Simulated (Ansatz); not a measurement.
# C2H3FO2: basis-set convergence

How large a basis does C2H3FO2 need? Two functionals are run in growing sets.

The runs use Ansatz 0.2.0, Gaussian basis; one geometry, several basis sets.

The runs, in order: PBE0-D4/def2-SVP; ωB97M-V/def2-SVP; PBE0-D4/def2-QZVPP; ωB97M-V/def2-QZVPP; the functionals' def2-TZVPP values are taken from earlier runs.

### Step 1. The geometry

An earlier PBE0-D4 in a triple-zeta def2 set relaxation fixed the geometry.

SMILES `O=COCF`, 8 atoms, charge 0, spin multiplicity 1.

Atoms are counted from 1 here; the program's logs count them from 0.

Bond lengths: O1–C2 1.196 Å, C2–O3 1.334 Å, C2–H6 1.099 Å, O3–C4 1.414 Å, C4–F5 1.349 Å, C4–H7 1.092 Å, C4–H8 1.092 Å. Angles: O1–C2–O3 125.2°, O1–C2–H6 125.4°, O3–C2–H6 109.4°, C2–O3–C4 115.0°, O3–C4–F5 105.8°, O3–C4–H7 110.1°, O3–C4–H8 110.1°, F5–C4–H7 109.7°, F5–C4–H8 109.7°, H7–C4–H8 111.4°.

Geometry (Å):

```xyz
8
C2H3FO2
O     0.56135   -0.69561    1.56336
C     0.37574    0.42518    1.19069
O    -0.04153    0.77053   -0.02802
C    -0.26611   -0.31009   -0.91233
F    -0.65879    0.24478   -2.07760
H     0.52161    1.32973    1.79670
H     0.65992   -0.86912   -1.06381
H    -1.05999   -0.95250   -0.52468
```

### Step 2. PBE0-D4 in def2-SVP

Input file in.yaml:

```yaml
crystal:
  periodic: [false, false, false]
  atoms:
    - {symbol: O, position_ang: [0.561351, -0.695607, 1.563357]}
    - {symbol: C, position_ang: [0.375745, 0.425182, 1.190687]}
    - {symbol: O, position_ang: [-0.041530, 0.770526, -0.028021]}
    - {symbol: C, position_ang: [-0.266115, -0.310093, -0.912333]}
    - {symbol: F, position_ang: [-0.658794, 0.244782, -2.077600]}
    - {symbol: H, position_ang: [0.521610, 1.329725, 1.796698]}
    - {symbol: H, position_ang: [0.659924, -0.869120, -1.063806]}
    - {symbol: H, position_ang: [-1.059992, -0.952496, -0.524682]}
basis:
  gaussian: {orbitals: def2-SVP}
hamiltonian: {xc: pbe0, dispersion: d4}
output: {orbitals: {seedname: orbitals}}
```

Further steps of the session: ωB97M-V in def2-SVP; PBE0-D4 in def2-QZVPP; ωB97M-V in def2-QZVPP.

**Question.** What will the summary of the whole plan be? Wanted: PBE0-D4: double and triple zeta above quadruple; ωB97M-V: double and triple zeta above quadruple.

The runs gave:

| quantity | value |
| --- | --- |
| PBE0-D4: double and triple zeta above quadruple | 11.08, 0.48 eV |
| ωB97M-V: double and triple zeta above quadruple | 11.35, 0.46 eV |

What this shows: PBE0-D4 gains 10.60 eV from double to triple zeta, then 0.48 eV more. These are total energies; as a rule much of such shifts cancels in differences, which this series doesn't test. The LUMO of ωB97M-V is positive and keeps falling with the basis (2.31 to 1.79 eV): an unbound level that the basis holds in place.
